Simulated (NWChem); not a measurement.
System: chloromethane (CH3Cl); SMILES CCl

```xyz
5

C      0.0000     0.0000    -1.1109
Cl     0.0000     0.0000     0.6644
H      0.7330     0.7330    -1.4701
H      0.2683    -1.0013    -1.4701
H     -1.0013     0.2683    -1.4701
```
Atoms are numbered in this order, from 1.

Structure relaxed at the PBE0/def2-SVP level.

Question: List the 4 lowest vertical singlet excitations from Hartree-Fock/def2-SVPD, CIS (NWChem).

Answer: 
```csv
state,energy (eV),oscillator strength,leading excitation (squared amplitude)
S1,8.39,0.004,HOMO → LUMO (0.33)
S2,8.39,0.004,HOMO−1 → LUMO (0.33)
S3,9.36,0.036,HOMO → LUMO (0.39)
S4,9.36,0.036,HOMO−1 → LUMO (0.39)
```
